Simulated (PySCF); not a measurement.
**A diatomic session: SH+**

Aim: find the lowest electronic state of SH+, scan its bond at several levels of theory, and get bond length, wavenumber and dissociation energy from each curve.

The runs use PySCF 2.14.0; H cc-pVTZ, S cc-pV(T+d)Z, no relativity.

### 1 Set-up

A driver script around PySCF takes these settings:

* atoms: H, S
* charge: 1
* basis: H cc-pVTZ, S cc-pV(T+d)Z
* Hamiltonian: no relativity
* basis functions: 53
* electrons treated: 16
* masses in u: 1.0078, 31.9721
* levels: PBE0, PBE, r²SCAN, M06, r²SCAN0, B2PLYP, ωB97X, HF, MP2, SCS-MP2, CCSD, CCSD(T)
* grid: 80 radial by 434 angular points
* occupations: held fixed by the projection of orbital angular momentum
* dissociation limit: H + S+, each in its ground configuration
* starting distance in angstrom: 1.405
* values of 2S to try: 0, 2, 4

Started as:

```
$ OMP_NUM_THREADS=1 python dia.py task.json out
```

After the search, every level is run at each distance in turn; below they are sorted by level.

### 2 State search with unrestricted PBE0

Unrestricted PBE0 solutions at 1.405 Å, counted from the lowest. The search isn't exhaustive.

| 2Ms+1 | unpaired | term | E (eV) | ⟨S²⟩ | ⟨Lz²⟩ | μ (D) |
| --- | --- | --- | --- | --- | --- | --- |
| 3 | π ↑↑ | ³Σ⁻ | 0.00 | 2.01 | 0.00 | -1.38 |
| 1 | π ↑↓ | not assigned | 0.46 | 1.01 | 2.03 | -1.37 |
| 1 | none | not assigned | 2.01 | 0.00 | 2.01 | -1.39 |
| 3 | σ ↑, π ↑ | ³Π | 3.77 | 2.01 | 1.01 | -1.78 |
| 1 | σ ↓, π ↑ | not assigned | 4.20 | 1.02 | 1.01 | -1.87 |
| 5 | σ ↑↑, π ↑↑ | ⁵Σ⁻ | 8.27 | 6.00 | 0.00 | -0.08 |
| 3 | σ ↑, π ↑ | ³Π | 8.77 | 2.01 | 1.01 | 0.38 |
| 1 | σ ↓, π ↑ | not assigned | 9.11 | 1.01 | 1.02 | 0.48 |
| 3 | σ ↑↑, π ↑↓ | not assigned | 9.51 | 3.01 | 2.05 | -0.09 |
| 1 | σ ↓↓, π ↑↑ | not assigned | 9.91 | 2.01 | 0.00 | 0.04 |

10 of 14 solutions are listed, lowest first.

A term symbol stands only where ⟨S²⟩ and ⟨Lz²⟩ are near those of a pure state. A positive dipole points from H to S; in an ion it is taken about the centre of mass and does not tell which atom is negative.

The most promising solutions are followed along the bond (rough minima from three points):

| 2Ms+1 | unpaired | R at minimum (Å) | energy at minimum (eV) |
| --- | --- | --- | --- |
| 3 | π ↑↑ | 1.37 | 0.00 |
| 1 | π ↑↓ | 1.37 | 0.46 |

The search made 16 SCF attempts at the starting distance; with the short scans it took 8.1 s of wall time (1 thread, shared host).

### 3 First curve: PBE0

State followed: ³Σ⁻ (triplet), unpaired electrons π ↑↑. The scan is laid around 1.370 Å.

The SCF at the reference distance, 1.370 Å, printed:

```text
******** <class 'pyscf.dft.uks_symm.SymAdaptedUKS'> ********
method = SymAdaptedUKS
initial guess = minao
damping factor = 0
level_shift factor = 0
DIIS = <class 'pyscf.scf.diis.CDIIS'>
diis_start_cycle = 1
diis_space = 10
diis_damp = 0
SCF conv_tol = 1e-09
SCF conv_tol_grad = None
SCF max_cycles = 60
direct_scf = False
max_memory 909 MB (current use 284 MB)
number electrons alpha = 9  beta = 7
XC library pyscf.dft.libxc version 7.0.0
    S. Lehtola, C. Steigemann, M. J.T. Oliveira, and M. A.L. Marques.,  SoftwareX 7, 1–5 (2018)
XC functionals = PBE0
    C. Adamo and V. Barone.,  J. Chem. Phys. 110, 6158 (1999)
    M. Ernzerhof and G. E. Scuseria.,  J. Chem. Phys. 110, 5029 (1999)
small_rho_cutoff = 0
Overwritten attributes  get_k get_hcore get_occ get_jk get_j  of <class 'pyscf.dft.uks_symm.SymAdaptedUKS'>
Set gradient conv threshold to 3.16228e-05
init E= -398.257841625572
cycle= 1 E= -398.239180344356  delta_E= 0.0187  |g|= 0.00838  |ddm|= 0.0582
cycle= 2 E= -398.239209504991  delta_E= -2.92e-05  |g|= 0.00526  |ddm|= 0.0214
cycle= 3 E= -398.239220816652  delta_E= -1.13e-05  |g|= 0.00039  |ddm|= 0.00649
cycle= 4 E= -398.239220897032  delta_E= -8.04e-08  |g|= 0.000152  |ddm|= 0.000928
cycle= 5 E= -398.239220910857  delta_E= -1.38e-08  |g|= 2.8e-05  |ddm|= 0.000303
cycle= 6 E= -398.239220912479  delta_E= -1.62e-09  |g|= 8.22e-06  |ddm|= 0.000127
cycle= 7 E= -398.239220912646  delta_E= -1.67e-10  |g|= 1.32e-06  |ddm|= 5.53e-05
Extra cycle  E= -398.239220912648  delta_E= -1.93e-12  |g|= 6.02e-07  |ddm|= 5.1e-06
converged SCF energy = -398.239220912648  <S^2> = 2.0080707  2S+1 = 3.0053757
```

The curve and what changes along it:

| R (Å) | E (eV) | μ (D) | Mulliken charge of H (e) | Mayer bond order | ⟨S²⟩ | HOMO (eV) | LUMO (eV) |
| --- | --- | --- | --- | --- | --- | --- | --- |
| 1.1782 | 0.6010 | -1.10 | 0.20 | 0.99 | 2.01 | -19.03 | -13.34 |
| 1.2330 | 0.2749 | -1.16 | 0.20 | 0.98 | 2.01 | -18.97 | -13.29 |
| 1.2878 | 0.0883 | -1.22 | 0.21 | 0.97 | 2.01 | -18.92 | -13.24 |
| 1.3289 | 0.0198 | -1.27 | 0.21 | 0.96 | 2.01 | -18.87 | -13.20 |
| 1.3700 | 0.0000 | -1.33 | 0.22 | 0.96 | 2.01 | -18.83 | -13.16 |
| 1.4111 | 0.0197 | -1.39 | 0.23 | 0.95 | 2.01 | -18.79 | -13.12 |
| 1.4659 | 0.0946 | -1.47 | 0.24 | 0.94 | 2.01 | -18.73 | -13.07 |
| 1.5344 | 0.2462 | -1.58 | 0.25 | 0.93 | 2.01 | -18.66 | -13.00 |
| 1.6166 | 0.4854 | -1.73 | 0.27 | 0.92 | 2.01 | -18.57 | -12.91 |
| 1.7262 | 0.8583 | -1.95 | 0.29 | 0.90 | 2.01 | -18.46 | -12.80 |

The fit gives Re = 1.369 Å, ωe = 2558 cm⁻¹, ωexe = 44.7 cm⁻¹, αe = 0.267 cm⁻¹, Be = 9.212 cm⁻¹, De = 3.81 eV, μ = -1.33 D.

Orbitals nearest the gap at 1.370 Å:

| spin | orbital | ε (eV) | filled | made of |
| --- | --- | --- | --- | --- |
| α | σ | -31.04 | yes | S s 90 % |
| β | σ | -28.28 | yes | S s 82 %, H s 13 % |
| α | σ | -20.89 | yes | S p 64 %, H s 26 % |
| β | σ | -20.10 | yes | S p 60 %, H s 26 %, S s 13 % |
| α | π | -18.83 | yes | S p 99 % |
| α | π | -18.83 | yes | S p 99 % |
| β | π | -13.16 | no | S p 98 % |
| β | π | -13.16 | no | S p 98 % |
| α | σ | -7.49 | no | H s 63 %, S p 25 %, S d 16 % |
| α | σ | -2.41 | no | H s 70 %, S d 24 % |

Polarisability there: 15.2 bohr³ along the bond, 10.5 across it. Without diffuse functions these come out too small, above all across the bond.

### 4 Orbitals, density and potential

The fields below are evaluated on a grid from the run's orbitals.

Frontier orbitals at PBE0 (alpha spin), with the share of their density that lies nearest to each atom:

| orbital | energy (eV) | lies on |
| --- | --- | --- |
| HOMO-1 | -18.83 | S2 90 %; H1 10 % |
| HOMO | -18.83 | S2 90 %; H1 10 % |
| LUMO | -7.49 | S2 52 %; H1 48 % |

ELF in a plane through or near 2 of the atoms.

Ten even steps from '0' (0.00) to '9' (1.00):
```
0000000000000000000000000000
0000000000000000000000000000
0000000000000001122100000000
0000000000000123455432000000
0000000000001234666643100000
0000000012333456788876320000
0000001367766677899987531000
0000004789998876568988652000
0000017899999951222898762000
0000027999999923883698763000
0000027999999923883698763000
0000017899999951212898762000
0000004789998876568988652000
0000001367766677899987531000
0000000013333456788876320000
0000000000001234666643100000
0000000000000123455432000000
0000000000000001122100000000
0000000000000000000000000000
0000000000000000000000000000
```
The map spans 6.6 Å across and 5.2 Å up, centred on the molecule. Atoms in the plane (x, y in Å): H1 (-0.7, 0.0), S2 (0.7, 0.0).

log10 of the density (e/Å³) in the same plane.

Values, 10 rows by 14 columns:
```
-4.0 -4.0 -4.0 -4.0 -4.0 -4.0 -3.6 -3.4 -3.3 -3.4 -3.6 -3.9 -4.0 -4.0
-4.0 -4.0 -4.0 -4.0 -3.6 -3.2 -2.7 -2.4 -2.3 -2.3 -2.6 -3.0 -3.5 -4.0
-4.0 -4.0 -4.0 -3.4 -2.8 -2.4 -1.9 -1.6 -1.4 -1.4 -1.9 -2.4 -3.0 -3.6
-4.0 -4.0 -3.4 -2.6 -1.9 -1.4 -0.9 -0.6 -0.4 -0.4 -1.0 -1.7 -2.4 -3.1
-4.0 -4.0 -3.0 -2.1 -1.2 -0.4 -0.1  0.1  1.0  0.4 -0.4 -1.2 -2.1 -2.9
-4.0 -4.0 -2.9 -2.0 -1.0 -0.1  0.2  0.3  2.5  1.1 -0.3 -1.1 -2.0 -2.8
-4.0 -4.0 -3.1 -2.3 -1.5 -0.9 -0.4 -0.2  0.0  0.0 -0.6 -1.4 -2.2 -3.0
-4.0 -4.0 -3.7 -3.0 -2.4 -1.9 -1.4 -1.0 -0.8 -0.9 -1.4 -2.0 -2.7 -3.4
-4.0 -4.0 -4.0 -3.6 -3.1 -2.6 -2.2 -1.8 -1.7 -1.7 -2.1 -2.6 -3.2 -3.8
-4.0 -4.0 -4.0 -4.0 -4.0 -3.6 -3.1 -2.9 -2.8 -2.8 -3.1 -3.4 -3.9 -4.0
```
The map spans 6.6 Å across and 5.2 Å up, centred on the molecule. Atoms in the plane (x, y in Å): H1 (-0.7, 0.0), S2 (0.7, 0.0).

On the surface of density 0.002 e/bohr³ the electrostatic potential runs, from the 1st to the 99th percentile, from 7.22 V near S2 to 8.31 V near H1.

The spin density lies nearest to S2 90 %; H1 10 %.

### 5 Excited determinants

State 2: Ms = 0 determinant of mixed spin (⟨S²⟩ = 1.01), unpaired electrons π ↑↓, an excited solution.

Output of the SCF at 1.370 Å:

```text
[... 13 set-up lines left out, the same as in an earlier log ...]
max_memory 909 MB (current use 320 MB)
number electrons alpha = 8  beta = 8
[... 7 set-up lines left out, the same as in an earlier log ...]
init E= -398.24113920858
cycle= 1 E= -398.22235787559  delta_E= 0.0188  |g|= 0.00842  |ddm|= 0.0584
cycle= 2 E= -398.22238606411  delta_E= -2.82e-05  |g|= 0.00541  |ddm|= 0.0216
cycle= 3 E= -398.222398236016  delta_E= -1.22e-05  |g|= 0.000412  |ddm|= 0.00661
cycle= 4 E= -398.222398314588  delta_E= -7.86e-08  |g|= 0.000147  |ddm|= 0.000942
cycle= 5 E= -398.222398324968  delta_E= -1.04e-08  |g|= 1.14e-05  |ddm|= 0.000263
cycle= 6 E= -398.222398325079  delta_E= -1.1e-10  |g|= 1.27e-06  |ddm|= 2.26e-05
Extra cycle  E= -398.22239832508  delta_E= -1.25e-12  |g|= 5.03e-07  |ddm|= 2.57e-06
converged SCF energy = -398.22239832508  <S^2> = 1.0127246  2S+1 = 2.2474204
```

Re = 1.370 Å, ωe = 2557 cm⁻¹; the determinant mixes terms (⟨S²⟩ = 1.01, ⟨Lz²⟩ = 2.03), so these belong to no real state. Its minimum lies 0.46 eV above that of the lowest state.

Energy (eV) from the lowest point of the lowest state:

| R (Å) | lowest | state 2 |
| --- | --- | --- |
| 1.178 | 0.601 | 1.065 |
| 1.233 | 0.275 | 0.737 |
| 1.288 | 0.088 | 0.548 |
| 1.329 | 0.020 | 0.479 |
| 1.370 | 0.000 | 0.458 |
| 1.411 | 0.020 | 0.477 |
| 1.466 | 0.095 | 0.551 |
| 1.534 | 0.246 | 0.702 |
| 1.617 | 0.485 | 0.941 |
| 1.726 | 0.858 | 1.317 |

### 6 PBE (GGA)

The SCF at the reference distance, 1.370 Å, printed:

```text
[... 13 set-up lines left out, the same as in an earlier log ...]
max_memory 909 MB (current use 303 MB)
[... 3 set-up lines left out, the same as in an earlier log ...]
XC functionals = PBE
    J. P. Perdew, K. Burke, and M. Ernzerhof.,  Phys. Rev. Lett. 77, 3865 (1996)
    J. P. Perdew, K. Burke, and M. Ernzerhof.,  Phys. Rev. Lett. 78, 1396 (1997)
    J. P. Perdew, K. Burke, and M. Ernzerhof.,  Phys. Rev. Lett. 77, 3865 (1996)
    J. P. Perdew, K. Burke, and M. Ernzerhof.,  Phys. Rev. Lett. 78, 1396 (1997)
[... 2 set-up lines left out, the same as in an earlier log ...]
init E= -398.202441240572
cycle= 1 E= -398.203076252843  delta_E= -0.000635  |g|= 0.00817  |ddm|= 0.115
cycle= 2 E= -398.203082701473  delta_E= -6.45e-06  |g|= 0.00378  |ddm|= 0.0102
cycle= 3 E= -398.203087076842  delta_E= -4.38e-06  |g|= 0.0013  |ddm|= 0.00742
cycle= 4 E= -398.203088204149  delta_E= -1.13e-06  |g|= 0.000124  |ddm|= 0.0028
cycle= 5 E= -398.203088218187  delta_E= -1.4e-08  |g|= 4.23e-05  |ddm|= 0.000362
cycle= 6 E= -398.203088219239  delta_E= -1.05e-09  |g|= 7.99e-06  |ddm|= 8.97e-05
cycle= 7 E= -398.203088219301  delta_E= -6.23e-11  |g|= 2.04e-06  |ddm|= 3.3e-05
Extra cycle  E= -398.203088219303  delta_E= -1.93e-12  |g|= 1.76e-06  |ddm|= 9.9e-06
converged SCF energy = -398.203088219303  <S^2> = 2.0059834  2S+1 = 3.0039863
```

Re = 1.382 Å, ωe = 2460 cm⁻¹, ωexe = 46.1 cm⁻¹, αe = 0.276 cm⁻¹, Be = 9.037 cm⁻¹, De = 3.87 eV, μ = -1.31 D.

### 7 r²SCAN (meta-GGA)

The SCF at the reference distance, 1.370 Å, printed:

```text
[... 17 set-up lines left out, the same as in an earlier log ...]
XC functionals = R2SCAN
    J. W. Furness, A. D. Kaplan, J. Ning, J. P. Perdew, and J. Sun.,  J. Phys. Chem. Lett. 11, 8208-8215 (2020)
    J. W. Furness, A. D. Kaplan, J. Ning, J. P. Perdew, and J. Sun.,  J. Phys. Chem. Lett. 11, 9248-9248 (2020)
    J. W. Furness, A. D. Kaplan, J. Ning, J. P. Perdew, and J. Sun.,  J. Phys. Chem. Lett. 11, 8208-8215 (2020)
    J. W. Furness, A. D. Kaplan, J. Ning, J. P. Perdew, and J. Sun.,  J. Phys. Chem. Lett. 11, 9248-9248 (2020)
[... 2 set-up lines left out, the same as in an earlier log ...]
init E= -398.349684158991
cycle= 1 E= -398.35011239125  delta_E= -0.000428  |g|= 0.0039  |ddm|= 0.0825
cycle= 2 E= -398.350123100755  delta_E= -1.07e-05  |g|= 0.00215  |ddm|= 0.0167
cycle= 3 E= -398.35012571943  delta_E= -2.62e-06  |g|= 0.000679  |ddm|= 0.00526
cycle= 4 E= -398.35012599036  delta_E= -2.71e-07  |g|= 0.00023  |ddm|= 0.00168
cycle= 5 E= -398.35012601507  delta_E= -2.47e-08  |g|= 4.81e-05  |ddm|= 0.000374
cycle= 6 E= -398.350126016681  delta_E= -1.61e-09  |g|= 5.64e-06  |ddm|= 0.000116
cycle= 7 E= -398.350126016722  delta_E= -4.13e-11  |g|= 1.51e-06  |ddm|= 2.54e-05
Extra cycle  E= -398.350126016724  delta_E= -2.56e-12  |g|= 1.01e-06  |ddm|= 6.25e-06
converged SCF energy = -398.350126016724  <S^2> = 2.0113883  2S+1 = 3.0075826
```

Re = 1.368 Å, ωe = 2543 cm⁻¹, ωexe = 46.6 cm⁻¹, αe = 0.276 cm⁻¹, Be = 9.219 cm⁻¹, De = 3.86 eV, μ = -1.33 D. 10 s of CPU time for 12 points, integrals apart.

(Part 1 of 2 ends here.)
